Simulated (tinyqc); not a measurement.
Worked calculation: RHF in the sto-6g basis, for H2O, spin multiplicity 1. Computed by tinyqc, a small Python program that keeps every step (integrals from PySCF). Settings: charge = 0, multiplicity = 1, basis = sto-6g, energy threshold = 1e-09, iteration cap = 76, orthogonalisation = symmetric, start = core, DIIS depth = 3, method = RHF. Command: `OMP_NUM_THREADS=1 python tinyqc.py 21693 21694 out.jsonl` (the two numbers bound the seeds that draw the settings). One thread of a shared host (Intel(R) Xeon(R) Processor @ 2.60GHz), about 0.1 s of CPU time with the checks. Later iterations appear only in the table of the cycle.

## One-electron integrals

Geometry (angstrom):
```
atom,x,y,z
O,0.0000,0.0000,0.0000
H,0.0000,0.9750,0.7810
H,0.0000,-0.9750,0.7810
```

Basis sto-6g: exponents (1/bohr^2) and contraction coefficients of normalised primitives:
```
element,l (shell),exponent,coefficient
O,s (1),1355.5842,0.0092
O,s (1),248.5449,0.0494
O,s (1),69.5339,0.1685
O,s (1),23.8868,0.3706
O,s (1),9.2759,0.4165
O,s (1),3.8203,0.1303
O,s (2),52.1878,-0.0133
O,s (2),10.3293,-0.0470
O,s (2),3.2103,-0.0338
O,s (2),1.2351,0.2502
O,s (2),0.5364,0.5951
O,s (2),0.2459,0.2407
O,p (3),52.1878,0.0038
O,p (3),10.3293,0.0377
O,p (3),3.2103,0.1739
O,p (3),1.2351,0.4180
O,p (3),0.5364,0.4259
O,p (3),0.2459,0.1017
H,s (1),35.5232,0.0092
H,s (1),6.5131,0.0494
H,s (1),1.8221,0.1685
H,s (1),0.6260,0.3706
H,s (1),0.2431,0.4165
H,s (1),0.1001,0.1303
```

Overlap, kinetic and nuclear-attraction integrals over the contracted functions; the nuclear repulsion is the sum of Za Zb / Rab.

nuclear repulsion = 7.048994 hartree

overlap S:
```
,1O 1s,1O 2s,1O 2px,1O 2py,1O 2pz,2H 1s,3H 1s
1O 1s,1.0000,0.2311,0.0000,0.0000,0.0000,0.0283,0.0283
1O 2s,0.2311,1.0000,0.0000,0.0000,0.0000,0.3080,0.3080
1O 2px,0.0000,0.0000,1.0000,0.0000,0.0000,0.0000,0.0000
1O 2py,0.0000,0.0000,0.0000,1.0000,0.0000,0.2212,-0.2212
1O 2pz,0.0000,0.0000,0.0000,0.0000,1.0000,0.1772,0.1772
2H 1s,0.0283,0.3080,0.0000,0.2212,0.1772,1.0000,0.1299
3H 1s,0.0283,0.3080,0.0000,-0.2212,0.1772,0.1299,1.0000
```

kinetic energy T (hartree):
```
,1O 1s,1O 2s,1O 2px,1O 2py,1O 2pz,2H 1s,3H 1s
1O 1s,29.3272,-0.8960,0.0000,0.0000,0.0000,-0.0065,-0.0065
1O 2s,-0.8960,0.8426,0.0000,0.0000,0.0000,0.0289,0.0289
1O 2px,0.0000,0.0000,2.5313,0.0000,0.0000,0.0000,0.0000
1O 2py,0.0000,0.0000,0.0000,2.5313,0.0000,0.0870,-0.0870
1O 2pz,0.0000,0.0000,0.0000,0.0000,2.5313,0.0697,0.0697
2H 1s,-0.0065,0.0289,0.0000,0.0870,0.0697,0.7685,-0.0111
3H 1s,-0.0065,0.0289,0.0000,-0.0870,0.0697,-0.0111,0.7685
```

nuclear attraction V (hartree):
```
,1O 1s,1O 2s,1O 2px,1O 2py,1O 2pz,2H 1s,3H 1s
1O 1s,-62.1055,-6.3471,0.0000,0.0000,-0.0121,-0.8848,-0.8848
1O 2s,-6.3471,-9.8457,0.0000,0.0000,-0.1419,-2.2407,-2.2407
1O 2px,0.0000,0.0000,-9.8022,0.0000,0.0000,0.0000,0.0000
1O 2py,0.0000,0.0000,0.0000,-9.8810,0.0000,-1.4123,1.4123
1O 2pz,-0.0121,-0.1419,0.0000,0.0000,-9.8528,-1.1629,-1.1629
2H 1s,-0.8848,-2.2407,0.0000,-1.4123,-1.1629,-4.8614,-0.6945
3H 1s,-0.8848,-2.2407,0.0000,1.4123,-1.1629,-0.6945,-4.8614
```

core Hamiltonian H = T + V (hartree):
```
,1O 1s,1O 2s,1O 2px,1O 2py,1O 2pz,2H 1s,3H 1s
1O 1s,-32.7783,-7.2431,0.0000,0.0000,-0.0121,-0.8914,-0.8914
1O 2s,-7.2431,-9.0031,0.0000,0.0000,-0.1419,-2.2118,-2.2118
1O 2px,0.0000,0.0000,-7.2709,0.0000,0.0000,0.0000,0.0000
1O 2py,0.0000,0.0000,0.0000,-7.3497,0.0000,-1.3252,1.3252
1O 2pz,-0.0121,-0.1419,0.0000,0.0000,-7.3215,-1.0931,-1.0931
2H 1s,-0.8914,-2.2118,0.0000,-1.3252,-1.0931,-4.0929,-0.7055
3H 1s,-0.8914,-2.2118,0.0000,1.3252,-1.0931,-0.7055,-4.0929
```

## Two-electron integrals

Functions are numbered as in S; the eight-fold symmetry (ij|kl) = (ji|kl) = (kl|ij) leaves the list below.

Two-electron integrals (ij|kl) in chemists' order, unique and non-zero (hartree):
```
i,j,k,l,(ij|kl)
1,1,1,1,4.7875
2,1,1,1,0.6759
2,1,2,1,0.1215
2,2,1,1,1.1174
2,2,2,1,0.2492
2,2,2,2,0.8174
3,1,3,1,0.0258
3,2,3,1,0.0391
3,2,3,2,0.1807
3,3,1,1,1.1174
3,3,2,1,0.2492
3,3,2,2,0.8174
3,3,3,3,0.8807
4,1,4,1,0.0258
4,2,4,1,0.0391
4,2,4,2,0.1807
4,3,4,3,0.0475
4,4,1,1,1.1174
4,4,2,1,0.2492
4,4,2,2,0.8174
4,4,3,3,0.7857
4,4,4,4,0.8807
5,1,5,1,0.0258
5,2,5,1,0.0391
5,2,5,2,0.1807
5,3,5,3,0.0475
5,4,5,4,0.0475
5,5,1,1,1.1174
5,5,2,1,0.2492
5,5,2,2,0.8174
5,5,3,3,0.7857
5,5,4,4,0.7857
5,5,5,5,0.8807
6,1,1,1,0.0878
6,1,2,1,0.0151
6,1,2,2,0.0304
6,1,3,3,0.0304
6,1,4,1,0.0006
6,1,4,2,0.0011
6,1,4,4,0.0305
6,1,5,1,4.65e-04
6,1,5,2,0.0009
6,1,5,4,9.34e-05
6,1,5,5,0.0304
6,1,6,1,0.0019
6,2,1,1,0.2382
6,2,2,1,0.0540
6,2,2,2,0.1993
6,2,3,3,0.1958
6,2,4,1,0.0034
6,2,4,2,0.0262
6,2,4,4,0.2021
6,2,5,1,0.0027
6,2,5,2,0.0210
6,2,5,4,0.0050
6,2,5,5,0.1999
6,2,6,1,0.0068
6,2,6,2,0.0636
6,3,3,1,0.0057
6,3,3,2,0.0330
6,3,4,3,0.0053
6,3,5,3,0.0042
6,3,6,3,0.0084
6,4,1,1,0.1436
6,4,2,1,0.0330
6,4,2,2,0.1297
6,4,3,3,0.1241
6,4,4,1,0.0074
6,4,4,2,0.0486
6,4,4,4,0.1385
6,4,5,1,0.0014
6,4,5,2,0.0125
6,4,5,4,0.0073
6,4,5,5,0.1266
6,4,6,1,0.0043
6,4,6,2,0.0503
6,4,6,4,0.0477
6,5,1,1,0.1150
6,5,2,1,0.0264
6,5,2,2,0.1039
6,5,3,3,0.0994
6,5,4,1,0.0014
6,5,4,2,0.0125
6,5,4,4,0.1025
6,5,5,1,0.0068
6,5,5,2,0.0430
6,5,5,4,0.0077
6,5,5,5,0.1098
6,5,6,1,0.0035
6,5,6,2,0.0403
6,5,6,4,0.0314
6,5,6,5,0.0336
6,6,1,1,0.4186
6,6,2,1,0.0966
6,6,2,2,0.4099
6,6,3,3,0.3951
6,6,4,1,0.0069
6,6,4,2,0.0755
6,6,4,4,0.4222
6,6,5,1,0.0056
6,6,5,2,0.0605
6,6,5,4,0.0217
6,6,5,5,0.4125
6,6,6,1,0.0122
6,6,6,2,0.1759
6,6,6,4,0.1581
6,6,6,5,0.1266
6,6,6,6,0.7750
7,1,1,1,0.0878
7,1,2,1,0.0151
7,1,2,2,0.0304
7,1,3,3,0.0304
7,1,4,1,-0.0006
7,1,4,2,-0.0011
7,1,4,4,0.0305
7,1,5,1,4.65e-04
7,1,5,2,0.0009
7,1,5,4,-9.34e-05
7,1,5,5,0.0304
7,1,6,1,0.0019
7,1,6,2,0.0066
7,1,6,4,0.0038
7,1,6,5,0.0033
7,1,6,6,0.0117
7,1,7,1,0.0019
7,2,1,1,0.2382
7,2,2,1,0.0540
7,2,2,2,0.1993
7,2,3,3,0.1958
7,2,4,1,-0.0034
7,2,4,2,-0.0262
7,2,4,4,0.2021
7,2,5,1,0.0027
7,2,5,2,0.0210
7,2,5,4,-0.0050
7,2,5,5,0.1999
7,2,6,1,0.0066
7,2,6,2,0.0498
7,2,6,4,0.0276
7,2,6,5,0.0307
7,2,6,6,0.1094
7,2,7,1,0.0068
7,2,7,2,0.0636
7,3,3,1,0.0057
7,3,3,2,0.0330
7,3,4,3,-0.0053
7,3,5,3,0.0042
7,3,6,3,0.0063
7,3,7,3,0.0084
7,4,1,1,-0.1436
7,4,2,1,-0.0330
7,4,2,2,-0.1297
7,4,3,3,-0.1241
7,4,4,1,0.0074
7,4,4,2,0.0486
7,4,4,4,-0.1385
7,4,5,1,-0.0014
7,4,5,2,-0.0125
7,4,5,4,0.0073
7,4,5,5,-0.1266
7,4,6,1,-0.0038
7,4,6,2,-0.0276
7,4,6,4,-0.0096
7,4,6,5,-0.0167
7,4,6,6,-0.0568
7,4,7,1,-0.0043
7,4,7,2,-0.0503
7,4,7,4,0.0477
7,5,1,1,0.1150
7,5,2,1,0.0264
7,5,2,2,0.1039
7,5,3,3,0.0994
7,5,4,1,-0.0014
7,5,4,2,-0.0125
7,5,4,4,0.1025
7,5,5,1,0.0068
7,5,5,2,0.0430
7,5,5,4,-0.0077
7,5,5,5,0.1098
7,5,6,1,0.0033
7,5,6,2,0.0307
7,5,6,4,0.0167
7,5,6,5,0.0249
7,5,6,6,0.0730
7,5,7,1,0.0035
7,5,7,2,0.0403
7,5,7,4,-0.0314
7,5,7,5,0.0336
7,6,1,1,0.0687
7,6,2,1,0.0158
7,6,2,2,0.0636
7,6,3,3,0.0621
7,6,4,4,0.0632
7,6,5,1,0.0012
7,6,5,2,0.0113
7,6,5,5,0.0655
7,6,6,1,0.0020
7,6,6,2,0.0205
7,6,6,4,0.0142
7,6,6,5,0.0146
7,6,6,6,0.0612
7,6,7,1,0.0020
7,6,7,2,0.0205
7,6,7,4,-0.0142
7,6,7,5,0.0146
7,6,7,6,0.0087
7,7,1,1,0.4186
7,7,2,1,0.0966
7,7,2,2,0.4099
7,7,3,3,0.3951
7,7,4,1,-0.0069
7,7,4,2,-0.0755
7,7,4,4,0.4222
7,7,5,1,0.0056
7,7,5,2,0.0605
7,7,5,4,-0.0217
7,7,5,5,0.4125
7,7,6,1,0.0117
7,7,6,2,0.1094
7,7,6,4,0.0568
7,7,6,5,0.0730
7,7,6,6,0.2702
7,7,7,1,0.0122
7,7,7,2,0.1759
7,7,7,4,-0.1581
7,7,7,5,0.1266
7,7,7,6,0.0612
7,7,7,7,0.7750
```

## Orthogonalisation

S = U s U^T; symmetric (Loewdin) form X = U s^(-1/2) U^T, so that X^T S X = 1.

eigenvalues of S: 0.5220  0.6156  0.8887  1.0000  1.1022  1.2546  1.6170

X:
```
,1O 1s,1O 2s,1O 2px,1O 2py,1O 2pz,2H 1s,3H 1s
1O 1s,1.0219,-0.1282,0.0000,0.0000,-0.0048,0.0146,0.0146
1O 2s,-0.1282,1.1018,0.0000,0.0000,0.0455,-0.1678,-0.1678
1O 2px,0.0000,0.0000,1.0000,0.0000,0.0000,0.0000,0.0000
1O 2py,0.0000,0.0000,0.0000,1.0449,0.0000,-0.1321,0.1321
1O 2pz,-0.0048,0.0455,0.0000,0.0000,1.0256,-0.0947,-0.0947
2H 1s,0.0146,-0.1678,0.0000,-0.1321,-0.0947,1.0785,-0.0440
3H 1s,0.0146,-0.1678,0.0000,0.1321,-0.0947,-0.0440,1.0785
```

## Starting guess

The start is the orbitals of the core Hamiltonian; D = 2 C_occ C_occ^T.

D at the start:
```
,1O 1s,1O 2s,1O 2px,1O 2py,1O 2pz,2H 1s,3H 1s
1O 1s,2.1201,-0.5322,0.0000,0.0000,-0.0258,0.0541,0.0541
1O 2s,-0.5322,2.3526,0.0000,0.0000,0.1477,-0.2291,-0.2291
1O 2px,0.0000,0.0000,2.0000,0.0000,0.0000,0.0000,0.0000
1O 2py,0.0000,0.0000,0.0000,2.1564,0.0000,-0.2215,0.2215
1O 2pz,-0.0258,0.1477,0.0000,0.0000,2.0893,-0.1595,-0.1595
2H 1s,0.0541,-0.2291,0.0000,-0.2215,-0.1595,0.0552,0.0097
3H 1s,0.0541,-0.2291,0.0000,0.2215,-0.1595,0.0097,0.0552
```

## Iteration 1: building the Fock matrix

J_ij = sum D_kl (ij|kl), K_ij = sum D_kl (ik|jl); F = H + J - 0.5 K; E = tr D H + tr D J / 2 - 0.25 tr D K + E_nn.

Coulomb J (hartree):
```
,1O 1s,1O 2s,1O 2px,1O 2py,1O 2pz,2H 1s,3H 1s
1O 1s,18.6856,3.3651,0.0000,0.0000,0.0029,0.4218,0.4218
1O 2s,3.3651,8.8210,0.0000,0.0000,0.0007,2.0759,2.0759
1O 2px,0.0000,0.0000,8.8225,0.0000,0.0000,0.0000,0.0000
1O 2py,0.0000,0.0000,0.0000,8.8200,0.0000,1.3260,-1.3260
1O 2pz,0.0029,0.0007,0.0000,0.0000,8.8205,1.0613,1.0613
2H 1s,0.4218,2.0759,0.0000,1.3260,1.0613,4.1007,0.6459
3H 1s,0.4218,2.0759,0.0000,-1.3260,1.0613,0.6459,4.1007
```

exchange K (hartree):
```
,1O 1s,1O 2s,1O 2px,1O 2py,1O 2pz,2H 1s,3H 1s
1O 1s,9.8818,1.5908,0.0000,0.0000,0.0010,0.2160,0.2160
1O 2s,1.5908,2.8441,0.0000,0.0000,0.0057,0.5740,0.5740
1O 2px,0.0000,0.0000,2.3655,0.0000,0.0000,0.0000,0.0000
1O 2py,0.0000,0.0000,0.0000,2.3660,0.0000,0.2757,-0.2757
1O 2pz,0.0010,0.0057,0.0000,0.0000,2.3646,0.2199,0.2199
2H 1s,0.2160,0.5740,0.0000,0.2757,0.2199,0.1953,0.1095
3H 1s,0.2160,0.5740,0.0000,-0.2757,0.2199,0.1095,0.1953
```

Fock matrix F (hartree):
```
,1O 1s,1O 2s,1O 2px,1O 2py,1O 2pz,2H 1s,3H 1s
1O 1s,-19.0336,-4.6735,0.0000,0.0000,-0.0096,-0.5775,-0.5775
1O 2s,-4.6735,-1.6042,0.0000,0.0000,-0.1441,-0.4230,-0.4230
1O 2px,0.0000,0.0000,0.3688,0.0000,0.0000,0.0000,0.0000
1O 2py,0.0000,0.0000,0.0000,0.2872,0.0000,-0.1371,0.1371
1O 2pz,-0.0096,-0.1441,0.0000,0.0000,0.3167,-0.1418,-0.1418
2H 1s,-0.5775,-0.4230,0.0000,-0.1371,-0.1418,-0.0898,-0.1143
3H 1s,-0.5775,-0.4230,0.0000,0.1371,-0.1418,-0.1143,-0.0898
```

total energy of this density = -74.034112 hartree

## Iteration 1: diagonalisation and new density

Diagonalise F' = X^T F X, C = X C', fill 5 alpha and 5 beta electrons from the bottom; D = 2 C_occ C_occ^T. Each column has its largest component positive (the first on a tie).

F' = X^T F X (hartree):
```
,1,2,3,4,5,6,7
1,-18.7101,-2.4493,0.0000,0.0000,-0.0131,-0.0634,-0.0634
2,-2.4493,-0.6979,0.0000,0.0000,-0.0639,-0.2310,-0.2310
3,0.0000,0.0000,0.3688,0.0000,0.0000,0.0000,0.0000
4,0.0000,0.0000,0.0000,0.3902,0.0000,-0.2089,0.2089
5,-0.0131,-0.0639,0.0000,0.0000,0.3757,-0.1607,-0.1607
6,-0.0634,-0.2310,0.0000,-0.2089,-0.1607,0.0810,-0.0412
7,-0.0634,-0.2310,0.0000,0.2089,-0.1607,-0.0412,0.0810
```

orbital energies (hartree): MO1 -19.0382, MO2 -0.5677, MO3 -0.0682, MO4 0.1126, MO5 0.3688, MO6 0.5007, MO7 0.5806

coefficients C:
```
,MO1,MO2,MO3,MO4,MO5,MO6,MO7
1O 1s,0.9960,-0.2167,0.0000,-0.1423,0.0000,-0.0434,0.0000
1O 2s,0.0174,0.8295,0.0000,0.7181,0.0000,0.2912,0.0000
1O 2px,0.0000,0.0000,0.0000,0.0000,1.0000,0.0000,0.0000
1O 2py,0.0000,0.0000,0.4090,0.0000,0.0000,0.0000,0.9795
1O 2pz,0.0016,0.1521,0.0000,-0.3812,0.0000,0.9505,0.0000
2H 1s,-0.0028,0.2067,0.5955,-0.5561,0.0000,-0.4695,-0.5411
3H 1s,-0.0028,0.2067,-0.5955,-0.5561,0.0000,-0.4695,0.5411
```

D after iteration 1:
```
,1O 1s,1O 2s,1O 2px,1O 2py,1O 2pz,2H 1s,3H 1s
1O 1s,2.1185,-0.5293,0.0000,0.0000,0.0457,0.0631,0.0631
1O 2s,-0.5293,2.4079,0.0000,0.0000,-0.2952,-0.4559,-0.4559
1O 2px,0.0000,0.0000,2.0000,0.0000,0.0000,0.0000,0.0000
1O 2py,0.0000,0.0000,0.0000,0.3346,0.0000,0.4871,-0.4871
1O 2pz,0.0457,-0.2952,0.0000,0.0000,0.3369,0.4869,0.4869
2H 1s,0.0631,-0.4559,0.0000,0.4871,0.4869,1.4134,-0.0053
3H 1s,0.0631,-0.4559,0.0000,-0.4871,0.4869,-0.0053,1.4134
```

## Iteration 2: building the Fock matrix

As before.

Coulomb J (hartree):
```
,1O 1s,1O 2s,1O 2px,1O 2py,1O 2pz,2H 1s,3H 1s
1O 1s,16.3770,2.8632,0.0000,0.0000,0.0060,0.3606,0.3606
1O 2s,2.8632,7.5126,0.0000,0.0000,0.1378,1.8881,1.8881
1O 2px,0.0000,0.0000,7.5626,0.0000,0.0000,0.0000,0.0000
1O 2py,0.0000,0.0000,0.0000,7.5036,0.0000,1.2478,-1.2478
1O 2pz,0.0060,0.1378,0.0000,0.0000,7.4715,1.0333,1.0333
2H 1s,0.3606,1.8881,0.0000,1.2478,1.0333,4.4300,0.6351
3H 1s,0.3606,1.8881,0.0000,-1.2478,1.0333,0.6351,4.4300
```

exchange K (hartree):
```
,1O 1s,1O 2s,1O 2px,1O 2py,1O 2pz,2H 1s,3H 1s
1O 1s,9.7904,1.4629,0.0000,0.0000,0.0043,0.1985,0.1985
1O 2s,1.4629,2.3660,0.0000,0.0000,-0.0245,0.6628,0.6628
1O 2px,0.0000,0.0000,2.2249,0.0000,0.0000,0.0000,0.0000
1O 2py,0.0000,0.0000,0.0000,1.1858,0.0000,0.4961,-0.4961
1O 2pz,0.0043,-0.0245,0.0000,0.0000,1.1026,0.4414,0.4414
2H 1s,0.1985,0.6628,0.0000,0.4961,0.4414,1.3782,0.2155
3H 1s,0.1985,0.6628,0.0000,-0.4961,0.4414,0.2155,1.3782
```

Fock matrix F (hartree):
```
,1O 1s,1O 2s,1O 2px,1O 2py,1O 2pz,2H 1s,3H 1s
1O 1s,-21.2966,-5.1114,0.0000,0.0000,-0.0081,-0.6300,-0.6300
1O 2s,-5.1114,-2.6735,0.0000,0.0000,0.0081,-0.6551,-0.6551
1O 2px,0.0000,0.0000,-0.8208,0.0000,0.0000,0.0000,0.0000
1O 2py,0.0000,0.0000,0.0000,-0.4390,0.0000,-0.3254,0.3254
1O 2pz,-0.0081,0.0081,0.0000,0.0000,-0.4012,-0.2805,-0.2805
2H 1s,-0.6300,-0.6551,0.0000,-0.3254,-0.2805,-0.3519,-0.1782
3H 1s,-0.6300,-0.6551,0.0000,0.3254,-0.2805,-0.1782,-0.3519
```

total energy of this density = -75.208313 hartree

## Iteration 2: DIIS over 2 matrices

error matrix X^T (FDS - SDF) X:
```
,1,2,3,4,5,6,7
1,0.0000,-0.0051,0.0000,0.0000,-0.0104,0.0102,0.0102
2,0.0051,0.0000,0.0000,0.0000,-0.2347,0.0451,0.0451
3,0.0000,0.0000,0.0000,0.0000,0.0000,0.0000,0.0000
4,0.0000,0.0000,0.0000,0.0000,0.0000,-0.4236,0.4236
5,0.0104,0.2347,0.0000,0.0000,0.0000,-0.3782,-0.3782
6,-0.0102,-0.0451,0.0000,0.4236,0.3782,0.0000,0.0000
7,-0.0102,-0.0451,0.0000,-0.4236,0.3782,0.0000,0.0000
```

B (overlaps of the stored error matrices):
```
,1,2
1,1.7671192e+00,-1.1673194e+00
2,-1.1673194e+00,1.4087769e+00
```

Minimise |sum c_i e_i|^2 with sum c_i = 1: solve [B -1; -1 0][c; lambda] = [0; -1] with B_ij = tr e_i^T e_j, and take F = sum c_i F_i.

DIIS coefficients: 0.4675  0.5325

extrapolated F (hartree):
```
,1O 1s,1O 2s,1O 2px,1O 2py,1O 2pz,2H 1s,3H 1s
1O 1s,-20.2387,-4.9067,0.0000,0.0000,-0.0088,-0.6055,-0.6055
1O 2s,-4.9067,-2.1736,0.0000,0.0000,-0.0631,-0.5466,-0.5466
1O 2px,0.0000,0.0000,-0.2647,0.0000,0.0000,0.0000,0.0000
1O 2py,0.0000,0.0000,0.0000,-0.0995,0.0000,-0.2374,0.2374
1O 2pz,-0.0088,-0.0631,0.0000,0.0000,-0.0656,-0.2157,-0.2157
2H 1s,-0.6055,-0.5466,0.0000,-0.2374,-0.2157,-0.2294,-0.1483
3H 1s,-0.6055,-0.5466,0.0000,0.2374,-0.2157,-0.1483,-0.2294
```

## Iteration 2: diagonalisation and new density

As before.

F' = X^T F X (hartree):
```
,1,2,3,4,5,6,7
1,-19.9175,-2.4772,0.0000,0.0000,-0.0224,-0.0669,-0.0669
2,-2.4772,-1.2543,0.0000,0.0000,0.0306,-0.2594,-0.2594
3,0.0000,0.0000,-0.2647,0.0000,0.0000,0.0000,0.0000
4,0.0000,0.0000,0.0000,0.0196,0.0000,-0.2610,0.2610
5,-0.0224,0.0306,0.0000,0.0000,0.0077,-0.2059,-0.2059
6,-0.0669,-0.2594,0.0000,-0.2610,-0.2059,-0.0148,-0.0501
7,-0.0669,-0.2594,0.0000,0.2610,-0.2059,-0.0501,-0.0148
```

orbital energies (hartree): MO1 -20.2417, MO2 -1.0600, MO3 -0.3417, MO4 -0.2647, MO5 -0.2496, MO6 0.3223, MO7 0.3966

coefficients C:
```
,MO1,MO2,MO3,MO4,MO5,MO6,MO7
1O 1s,0.9968,-0.2381,0.0000,0.0000,0.0774,-0.0695,0.0000
1O 2s,0.0140,0.9569,0.0000,0.0000,-0.4262,0.4374,0.0000
1O 2px,0.0000,0.0000,0.0000,1.0000,0.0000,0.0000,0.0000
1O 2py,0.0000,0.0000,0.6159,0.0000,0.0000,0.0000,0.8645
1O 2pz,0.0012,0.0637,0.0000,0.0000,0.6578,0.7970,0.0000
2H 1s,-0.0022,0.0918,0.4608,0.0000,0.4293,-0.6162,-0.6596
3H 1s,-0.0022,0.0918,-0.4608,0.0000,0.4293,-0.6162,0.6596
```

D after iteration 2:
```
,1O 1s,1O 2s,1O 2px,1O 2py,1O 2pz,2H 1s,3H 1s
1O 1s,2.1127,-0.4938,0.0000,0.0000,0.0739,0.0183,0.0183
1O 2s,-0.4938,2.1949,0.0000,0.0000,-0.4387,-0.1903,-0.1903
1O 2px,0.0000,0.0000,2.0000,0.0000,0.0000,0.0000,0.0000
1O 2py,0.0000,0.0000,0.0000,0.7586,0.0000,0.5676,-0.5676
1O 2pz,0.0739,-0.4387,0.0000,0.0000,0.8734,0.5765,0.5765
2H 1s,0.0183,-0.1903,0.0000,0.5676,0.5765,0.8103,-0.0392
3H 1s,0.0183,-0.1903,0.0000,-0.5676,0.5765,-0.0392,0.8103
```

## Iteration 9 (converged): orbitals

converged F (hartree):
```
,1O 1s,1O 2s,1O 2px,1O 2py,1O 2pz,2H 1s,3H 1s
1O 1s,-20.5448,-4.9666,0.0000,0.0000,-0.0210,-0.6137,-0.6137
1O 2s,-4.9666,-2.2894,0.0000,0.0000,-0.0389,-0.6147,-0.6147
1O 2px,0.0000,0.0000,-0.3970,0.0000,0.0000,0.0000,0.0000
1O 2py,0.0000,0.0000,0.0000,-0.1858,0.0000,-0.3143,0.3143
1O 2pz,-0.0210,-0.0389,0.0000,0.0000,-0.2244,-0.2859,-0.2859
2H 1s,-0.6137,-0.6147,0.0000,-0.3143,-0.2859,-0.3092,-0.1621
3H 1s,-0.6137,-0.6147,0.0000,0.3143,-0.2859,-0.1621,-0.3092
```

As before.

F' = X^T F X (hartree):
```
,1,2,3,4,5,6,7
1,-20.2233,-2.4921,0.0000,0.0000,-0.0402,-0.0624,-0.0624
2,-2.4921,-1.3341,0.0000,0.0000,0.0838,-0.3115,-0.3115
3,0.0000,0.0000,-0.3970,0.0000,0.0000,0.0000,0.0000
4,0.0000,0.0000,0.0000,-0.0344,0.0000,-0.3322,0.3322
5,-0.0402,0.0838,0.0000,0.0000,-0.1304,-0.2661,-0.2661
6,-0.0624,-0.3115,0.0000,-0.3322,-0.2661,-0.0516,-0.0464
7,-0.0624,-0.3115,0.0000,0.3322,-0.2661,-0.0464,-0.0516
```

orbital energies (hartree): MO1 -20.5476, MO2 -1.1816, MO3 -0.4898, MO4 -0.4226, MO5 -0.3970, MO6 0.3660, MO7 0.4502

coefficients C:
```
,MO1,MO2,MO3,MO4,MO5,MO6,MO7
1O 1s,0.9970,-0.2337,0.0000,0.0743,0.0000,-0.0836,0.0000
1O 2s,0.0132,0.9347,0.0000,-0.4025,0.0000,0.5029,0.0000
1O 2px,0.0000,0.0000,0.0000,0.0000,1.0000,0.0000,0.0000
1O 2py,0.0000,0.0000,0.6201,0.0000,0.0000,0.0000,0.8615
1O 2pz,0.0018,0.0518,0.0000,0.7230,0.0000,0.7392,0.0000
2H 1s,-0.0021,0.1188,0.4576,0.3729,0.0000,-0.6475,-0.6618
3H 1s,-0.0021,0.1188,-0.4576,0.3729,0.0000,-0.6475,0.6618
```

D after iteration 9:
```
,1O 1s,1O 2s,1O 2px,1O 2py,1O 2pz,2H 1s,3H 1s
1O 1s,2.1083,-0.4705,0.0000,0.0000,0.0868,-0.0044,-0.0044
1O 2s,-0.4705,2.0717,0.0000,0.0000,-0.4851,-0.0781,-0.0781
1O 2px,0.0000,0.0000,2.0000,0.0000,0.0000,0.0000,0.0000
1O 2py,0.0000,0.0000,0.0000,0.7691,0.0000,0.5675,-0.5675
1O 2pz,0.0868,-0.4851,0.0000,0.0000,1.0510,0.5516,0.5516
2H 1s,-0.0044,-0.0781,0.0000,0.5675,0.5516,0.7251,-0.1124
3H 1s,-0.0044,-0.0781,0.0000,-0.5675,0.5516,-0.1124,0.7251
```

## Convergence

Stop when the energy changes by less than 1e-09 hartree and every element of the error matrix X^T (F D S - S D F) X is below 9e-06.

Course of the cycle:
```
iteration,E (hartree),change,largest element of the error matrix
1,-74.034112,-,4.29e-01
2,-75.208313,-1.17e+00,4.24e-01
3,-75.572573,-3.64e-01,7.33e-02
4,-75.583244,-1.07e-02,1.58e-02
5,-75.583713,-4.68e-04,5.84e-03
6,-75.583801,-8.88e-05,1.25e-03
7,-75.583806,-4.76e-06,2.50e-05
8,-75.583806,-1.54e-09,8.99e-07
9,-75.583806,-9.52e-13,1.31e-07
```

PySCF RHF in the same basis = -75.583806 hartree

Converged in 9 iterations.

## Populations, bond orders and dipole

Mulliken: Z minus the diagonal of D S on the atom; Loewdin: the same with S^(1/2) D S^(1/2); Mayer order: 2 sum_s sum (D(s) S)_ij (D(s) S)_ji over the two atoms.

Charges (e):
```
atom,Mulliken,Loewdin
1O,-0.1807,-0.1381
2H,0.0904,0.0691
3H,0.0904,0.0691
```

Mayer bond orders:
```
pair,order
2-1,0.9869
3-1,0.9869
3-2,0.0049
```

dipole moment about the origin, x y z (debye): 0.0000  0.0000  1.3719
